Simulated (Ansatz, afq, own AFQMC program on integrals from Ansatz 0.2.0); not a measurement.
AFQMC on a folder of integrals that Ansatz 0.2.0 wrote.

```yaml
crystal:
  periodic: [false, false, false]
  atoms:
    - {symbol: Al, position_ang: [0.000000, 0.000000, 0.000000]}
    - {symbol: H, position_ang: [3.208025, 0.030448, -0.000168]}
    - {symbol: H, position_ang: [-1.630382, 2.763001, -0.005644]}
    - {symbol: H, position_ang: [-1.577643, -2.793449, 0.005812]}
basis:
  gaussian: {orbitals: cc-pVDZ}
magnetization: {spin_polarized: false}
correlation: {method: ccsd_t, electrons: outside_noble_gas, hamiltonian_folder: ham}
```

```sh
$ ansatz run in.yaml --threads 1 --pin off --events-out ev --progress --plain --max-ram 16896MiB --backend cuda --devices 0, --max-vram 18GiB
```

afq runs on the folder ham with

```
--method phaseless --trial cisd --walkers 4000 --populations 20 --least-time 60 --time-step 0.005 --steps-per-block 50 --equilibration-blocks 40 --max-blocks 4000 --target-error 0.00029 --factor-cut 1e-05 --seed 5786 --release-times 0.24,0.51,0.99,1.62,2.4 --release-step 0.03 --release-every 3 --taylor-order 6
```

Times are imaginary, in 1/Eh. The walk had a cap of 122 s. With eight or more populations the least sampling time is a fifth of least-time, and the error comes from their spread.

Log:

```
orbitals 28  electrons 3 3  factors 164 of 311
reference energy -243.19054574 Eh
CCSD correlation -0.22489192 Eh in 15 cycles, weight of the determinant in the CISD state 0.5556
energy of the start -243.415399 Eh
 block  time / (1/Eh)  mean weight  energy / Eh
     1     0.250  0.9999  -243.412256
     2     0.500  1.0000  -243.411262
     3     0.750  0.9999  -243.411282
     4     1.000  1.0000  -243.412014
     5     1.250  1.0000  -243.413100
     7     1.750  0.9999  -243.415520
     9     2.250  1.0000  -243.418423
    13     3.250  1.0000  -243.423118
    19     4.750  1.0001  -243.427913
    25     6.250  0.9997  -243.427748
    31     7.750  1.0001  -243.428997
    37     9.250  1.0002  -243.428456
    43    10.750  0.9998  -243.429329
    49    12.250  1.0001  -243.428737
    55    13.750  0.9999  -243.427416
    61    15.250  0.9998  -243.428787
    67    16.750  1.0000  -243.426761
    73    18.250  0.9999  -243.427647
    79    19.750  1.0002  -243.429346
    85    21.250  1.0001  -243.430802
    91    22.750  1.0001  -243.428441
    97    24.250  1.0000  -243.429648
   103    25.750  0.9999  -243.429036
   109    27.250  1.0003  -243.427931
   115    28.750  0.9998  -243.429259
   121    30.250  0.9999  -243.430279
   127    31.750  1.0001  -243.429197
   133    33.250  1.0000  -243.429839
   139    34.750  0.9999  -243.427796
   145    36.250  1.0000  -243.426249
   148    37.000  0.9999  -243.426779
error from the spread of 20 populations
released: time / (1/Eh)  energy / Eh  error  mean overlap
  0.24  -243.430033  0.000309  0.9992
  0.51  -243.431288  0.000308  0.9994
  0.99  -243.431936  0.001268  0.9994
  1.62  -243.435172  0.000245  1.0041
  2.40  -243.437560  0.000330  1.0085
energy -243.428622 +/- 0.000280 Eh
(rows thinned)
```

The run passed its tests (sampling time, drift between the halves within three errors, error under three times the target), which doesn't prove that it has relaxed.

Against this walk (error 7.6 meV) on the same determinant: CCSD(T) 419.0 meV lower, CCSDT(Q) 636.7 meV lower, CCSDTQ 602.3 meV lower, full CI 598.7 meV lower. The error is statistical and leaves out the bias of the constraint. The released energies have errors that jump between times, so the bars are unsure (meV from the phaseless value at times in 1/Eh: -38 ± 8 at 0.24, -73 ± 8 at 0.51, -90 ± 35 at 0.99, -178 ± 7 at 1.62, -243 ± 9 at 2.40), so they give no level; they do show a bias of the constraint, and the last of them that isn't too noisy lies 355 meV above full CI. Full CI is exact here, so the walk's 599 meV above it is the walk's own error: the bias of the constraint with this trial. The determinant is a poor start (see the cautions), so the low cluster orders aren't to be relied on, and full CI is the sure value.

Cautions: constraint bias not in the error; restricted determinant unstable towards unrestricted (UHF 5.13 eV lower, ⟨S²⟩ 1.82); strong correlation (T1 0.068, weight of the determinant 0.56, largest double 0.43); (T) is large, 13 % of the CCSD correlation; (Q) is large, 117 meV, so the cluster series hasn't closed; CCSD(T) is in doubt: in a space of 6 electrons in 9 natural orbitals full CI lies 92 meV below it; the CCSDT(Q) amplitudes may be one of several solutions (largest double 0.50); the CCSDTQ amplitudes may be one of several solutions (largest double 0.51).

The walk took 41 s on 1 × NVIDIA H100 80GB HBM3 with 2 threads of AMD EPYC 7R13 Processor (Zen 3), with other jobs on the host (the card was shared). The log's last line is the phaseless energy.

CCSDT and higher add their correlation energy to the determinant of the CCSD(T) run, since their own runs factorise the integrals more tightly (a shift of under 2 meV). A walk keeps the symmetry of its determinant, which the program's search chose and which needn't be the lowest solution, so a lower state of the same spin and another symmetry isn't excluded.
